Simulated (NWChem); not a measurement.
# One shape, several levels: CH5BSi (SMILES B[Si]C)

Wanted: a comparison of 4 runs (UHF/def2-SVP, UPBE0/def2-SVP, U-r2SCAN/STO-3G, UTPSSh/STO-3G) of CH5BSi. 

Program for the calculation: NWChem 7.3.0.

## Step 1: Starting point

CH5BSi: 8 atoms, total charge 0, spin state triplet. SMILES: `B[Si]C`. The coordinates come from a GFN2-xTB relaxation.

Bond lengths: B1–Si2 1.886 Å, Si2–C3 1.921 Å, B1–H4 1.178 Å, B1–H5 1.174 Å, C3–H6 1.089 Å, C3–H7 1.088 Å, C3–H8 1.090 Å. Angles: B1–Si2–C3 128.4°, Si2–B1–H4 120.2°, Si2–B1–H5 121.0°, Si2–C3–H6 111.2°, Si2–C3–H7 112.7°, Si2–C3–H8 110.3°, H4–B1–H5 118.7°, H6–C3–H7 107.4°, H6–C3–H8 107.5°, H7–C3–H8 107.6°.

## Step 2: Energy and gradient at UHF/def2-SVP (run 1)

job.xyz

```xyz
8
CH5BSi hf
B     -1.102040     1.258380    -0.950840
Si     0.468740     0.756170    -0.036290
C      0.900010    -0.943950     0.746830
H     -1.975210     0.481560    -1.101470
H     -1.229830     2.341680    -1.384210
H      0.687430    -0.950940     1.814480
H      1.947500    -1.210360     0.622690
H      0.303390    -1.732550     0.288810
```

run.py

```python
from ase.io import read
from ase.calculators.nwchem import NWChem

system = read('job.xyz')

calc = NWChem(
    label='job',
    theory='scf',
    memory='2200 mb',
    basis='def2-SVP',
    basispar='spherical bse',
    scf={'nopen': '2', 'uhf': None, 'thresh': '1e-08', 'maxiter': '80'},
)
system.calc = calc

forces = system.get_forces()
print("Total energy (eV):", round(system.get_potential_energy(), 6))
print("forces (eV/A):")
for s, f in zip(system.symbols, forces):
    print(f"{s:2s} {f[0]:10.5f} {f[1]:10.5f} {f[2]:10.5f}")
```

The run is started by

```console
$ export ASE_NWCHEM_COMMAND="nwchem PREFIX.nwi > PREFIX.nwo"
$ python run.py
```

The program printed:

```text
Total energy (eV): -9637.468405
forces (eV/A):
B    -0.67836   -0.04283   -0.31439
Si    1.46224   -0.52877    0.84949
C    -0.26416    0.18841   -0.18533
H    -0.49221   -0.39955   -0.10110
H    -0.02149    0.63373   -0.21721
H    -0.04289    0.08521    0.13365
H     0.13704    0.12526   -0.08598
H    -0.10022   -0.06145   -0.07914
```

The calculator wrote job.nwi:

```
title "job"

permanent_dir job

scratch_dir job

start job

geometry units angstrom nocenter noautosym noautoz
  B  -1.1020399999999999e+00 1.2583800000000001e+00 -9.5084000000000002e-01
  Si 4.6873999999999999e-01 7.5617000000000001e-01 -3.6290000000000003e-02
  C  9.0000999999999998e-01 -9.4394999999999996e-01 7.4682999999999999e-01
  H  -1.9752099999999999e+00 4.8155999999999999e-01 -1.1014699999999999e+00
  H  -1.2298300000000000e+00 2.3416800000000002e+00 -1.3842099999999999e+00
  H  6.8742999999999999e-01 -9.5094000000000001e-01 1.8144800000000001e+00
  H  1.9475000000000000e+00 -1.2103600000000001e+00 6.2268999999999997e-01
  H  3.0338999999999999e-01 -1.7325500000000000e+00 2.8881000000000001e-01
end

memory 2200 mb

basis spherical bse noprint
   * library def2-SVP
end

scf
  nopen 2
  uhf
  thresh 1e-08
  maxiter 80
end

task scf gradient
```

job.nwo:

```text
Northwest Computational Chemistry Package (NWChem) 7.3.0
             --------------------------------------------------------

           Job information
           ---------------

    nwchem branch   = 7.3.0
    use scalapack   = T
    input           = job.nwi
    prefix          = job.
    data base       = job/job.db
    status          = startup
    nproc           =        1

           Memory information
           ------------------

[... 5 lines left out ...]
    hardfail = no
[... 127 lines left out ...]
 1-e energy   =    -644.945010
[... 9 lines left out ...]
 Convergence threshold     :          1.000E-08
[... 16 lines left out ...]
      One electron energy =   -647.235023106535
[... 9 lines left out ...]
          Final alpha eigenvalues
[... 265 lines left out ...]
                     UHF Final Beta Molecular Orbital Analysis
[... 281 lines left out ...]
                 ----------------------------------------
                 |  Time  |  1-e(secs)   |  2-e(secs)   |
                 ----------------------------------------
                 |  CPU   |       0.00   |       1.35   |
                 ----------------------------------------
                 |  WALL  |       0.00   |       1.35   |
                 ----------------------------------------

 Task  times  cpu:        7.6s     wall:        7.6s
 Total times  cpu:        7.6s     wall:        7.6s
```

Run time: 9 s. Hardware: 1 thread of AMD EPYC 9R14 (Zen 4), shared host; peak memory 0.1 GiB.

## Step 3: Energy and forces at UPBE0/def2-SVP (run 2)

ch5bsi.nw

```
start ch5bsi
title "CH5BSi gradient"
memory stack 880 mb heap 220 mb global 1100 mb
geometry noautosym nocenter noautoz
B       -1.102040       1.258380      -0.950840
Si       0.468740       0.756170      -0.036290
C        0.900010      -0.943950       0.746830
H       -1.975210       0.481560      -1.101470
H       -1.229830       2.341680      -1.384210
H        0.687430      -0.950940       1.814480
H        1.947500      -1.210360       0.622690
H        0.303390      -1.732550       0.288810
end
basis spherical bse
* library def2-SVP
end
dft
xc pbe0
mult 3
grid xfine
convergence energy 1e-08
maxiter 100
mulliken
print low
end
task dft gradient
```

The run is started by

```console
$ nwchem ch5bsi.nw > ch5bsi.out
```

The program printed:

```text
[...]
 d= 0,ls=0.0,diis     1   -354.9668226129 -4.35D+02  7.99D-03  4.78D-02     2.5
[...]
 d= 0,ls=0.0,diis    11   -354.9994674805 -3.28D-09  3.18D-07  1.23D-10    26.5
[...]
         Total DFT energy =     -354.999467480513
      One electron energy =     -647.485152379566
           Coulomb energy =      244.012504331027
    Exchange-Corr. energy =      -31.993690102389
 Nuclear repulsion energy =       80.466870670415
[...]
      <S2> =      2.0031 (Exact =     2.0000)
                         DFT ENERGY GRADIENTS
    atom               coordinates                        gradient
                 x          y          z           x          y          z
   1 B      -2.082554   2.377993  -1.796827    0.003494   0.001244   0.001382
   2 Si      0.885790   1.428954  -0.068578   -0.020083   0.011354  -0.013352
   3 C       1.700772  -1.783807   1.411304    0.005729  -0.011024   0.007730
   4 H      -3.732606   0.910016  -2.081476    0.011505   0.012082   0.001388
   5 H      -2.324042   4.425134  -2.615778    0.000201  -0.015962   0.005406
   6 H       1.299054  -1.797016   3.428870    0.002092  -0.002161  -0.009034
   7 H       3.680241  -2.287249   1.176713   -0.008887  -0.000845   0.001929
   8 H       0.573324  -3.274045   0.545772    0.005948   0.005312   0.004550
 Task  times  cpu:       30.8s     wall:       30.8s
 Total times  cpu:       30.9s     wall:       30.9s
```

It took 32 s on 1 thread of AMD EPYC 9R14 (Zen 4), shared host; peak memory 0.14 GiB.

Run 3 isn't shown in full; the table further down has it.

## Step 4: Energy and forces at UTPSSh/STO-3G (run 4)

ch5bsi.nw

```
start ch5bsi
title "CH5BSi TPSSh"
memory total 2200 mb

geometry units angstroms noautosym nocenter noautoz
  B    -1.102040    1.258380   -0.950840
  Si    0.468740    0.756170   -0.036290
  C     0.900010   -0.943950    0.746830
  H    -1.975210    0.481560   -1.101470
  H    -1.229830    2.341680   -1.384210
  H     0.687430   -0.950940    1.814480
  H     1.947500   -1.210360    0.622690
  H     0.303390   -1.732550    0.288810
end

basis spherical bse
  * library STO-3G
end

dft
  xc xctpssh
  mult 3
  grid xfine
  convergence energy 1e-08
  maxiter 100
  mulliken
  noprint "final vectors analysis"
end

task dft gradient
```

The run is started by

```console
$ nwchem ch5bsi.nw > ch5bsi.out
```

The program printed:

```text
[...]
          Wavefunction type:  spin polarized.
          No. of atoms     :     8
          No. of electrons :    30
[...]
          Charge           :     0
          Spin multiplicity:     3
[...]
          AO basis - number of functions:    24
[...]
              XC Information
              --------------
                  TPSS hybrid Method XC Functional
                     Hartree-Fock (Exact) Exchange  0.100
                  TPSS metaGGA Exchange Functional  0.900
             TPSS03 metaGGA Correlation Functional  1.000
[...]
 d= 0,ls=0.0,diis     1   -351.2119802268 -4.32D+02  1.60D-02  2.98D-02     1.5
[...]
 d= 0,ls=0.0,diis    10   -351.2395406351 -5.81D-09  2.21D-06  6.38D-10    12.9
[...]
         Total DFT energy =     -351.239540635098
      One electron energy =     -645.485227934047
           Coulomb energy =      246.232381492775
    Exchange-Corr. energy =      -32.453564864241
 Nuclear repulsion energy =       80.466870670415
[...]
      Total Density - Mulliken Population Analysis
     ---------------------------------------------
    Atom       Charge   Shell Charges
 -----------   ------   -------------------------------------------------------
    1 B    5     5.10   1.99  1.04  2.07
    2 Si  14    13.59   2.00  1.99  5.88  1.51  2.21
    3 C    6     6.37   1.99  1.25  3.13
    4 H    1     1.07   1.07
    5 H    1     1.07   1.07
    6 H    1     0.94   0.94
    7 H    1     0.94   0.94
    8 H    1     0.93   0.93
[...]
      <S2> =      2.0016 (Exact =     2.0000)
[...]
  wavefunction    = open shell
[...]
```

Wall time 16 s (1 thread of AMD EPYC 9R14 (Zen 4), shared host); peak memory 0.14 GiB.

## Step 5: Overview of the runs

| run | level | iteration cap | module | energy (Eh) | dipole moment (D) | ⟨S²⟩ | largest force (eV/Å) | wall time |
| --- | --- | --- | --- | --- | --- | --- | --- | --- |
| 1 | UHF/def2-SVP | 80 | scf | -354.170434 | 1.34 | 2.007 | 1.772 | 9 s |
| 2 | UPBE0/def2-SVP | 100 | dft | -354.999467 | – | 2.003 | 1.371 | 32 s |
| 3 | U-r2SCAN/STO-3G | 100 | dft | -351.130983 | 2.23 | 2.002 | 1.052 | 14 s |
| 4 | UTPSSh/STO-3G | 100 | dft | -351.239541 | 2.12 | 2.002 | 1.070 | 16 s |

## Step 6: What came out

| quantity | value |
| --- | --- |
| run 4: total energy | -351.23954 Eh |
| run 4: dipole moment | 2.12 D |
| run 4: ⟨S²⟩ | 2.002 |
| run 4: largest force on an atom | 1.070 eV/Å |

**Reading.** Over runs 1, 3, 4 the dipole moment (its size) runs from 1.34 D (UHF/def2-SVP) to 2.23 D (U-r2SCAN/STO-3G). The two ends differ in method and basis. Totals of different functionals can't be ranked against each other. In runs 3, 4 the basis is minimal, so the values are rough. All runs together took 71 s, the longest 32 s.
